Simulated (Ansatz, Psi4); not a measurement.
**Worked example: vertical ionisation energy of C3H5NO (methoxyacetonitrile)**

The species is C3H5NO (10 atoms), meant as a singlet with charge 0. SMILES: `COCC#N`. Geometry: relaxed at PBE0-D4/def2-TZVP. This is one conformer, not always the lowest.

| atom | x (Å) | y (Å) | z (Å) |
| --- | --- | --- | --- |
| C | -1.3411 | 0.1991 | 0.1521 |
| O | -0.4733 | -0.3027 | -0.8400 |
| C | 0.7973 | -0.6043 | -0.3578 |
| C | 1.5407 | 0.5848 | 0.0857 |
| N | 2.1068 | 1.5202 | 0.4391 |
| H | -2.3045 | 0.3649 | -0.3270 |
| H | -0.9752 | 1.1470 | 0.5632 |
| H | -1.4636 | -0.5219 | 0.9707 |
| H | 1.3532 | -1.0764 | -1.1707 |
| H | 0.7598 | -1.3108 | 0.4847 |

Both states at this one shape; open shells run unrestricted unless said. 1 Eh = 27.2114 eV.

| level | program | singlet C3H5NO (Eh) | doublet C3H5NO+ (Eh) | HOMO of the first (eV) |
| --- | --- | --- | --- | --- |
| HF/3-21G | Ansatz | -244.425004 | -244.070151 | -12.28 |
| BLYP/def2-SVP | Psi4 | -246.988242 | -246.612860 | -6.44 |
| PBE0/def2-SVP | Psi4 | -246.787061 | -246.391448 | -8.31 |

Question: Work out the vertical ionisation energy at each level.

Answer: 
1. HF/3-21G: -244.070151 − (-244.425004) = 0.354853 Eh = 9.66 eV; −ε(HOMO) = 12.28 eV.
2. BLYP/def2-SVP: -246.612860 − (-246.988242) = 0.375382 Eh = 10.21 eV; −ε(HOMO) = 6.44 eV.
3. PBE0/def2-SVP: -246.391448 − (-246.787061) = 0.395613 Eh = 10.77 eV; −ε(HOMO) = 8.31 eV.

No measured value is set beside it here; the levels span 9.66 to 10.77 eV. In Hartree–Fock, −ε(HOMO) (Koopmans) exceeds the difference of totals by the orbital relaxation of the ion. In semi-local functionals −ε(HOMO) lies far under the ionisation energy, a result of self-interaction. Hartree–Fock favours the state with fewer electron pairs, since it lacks pair correlation.
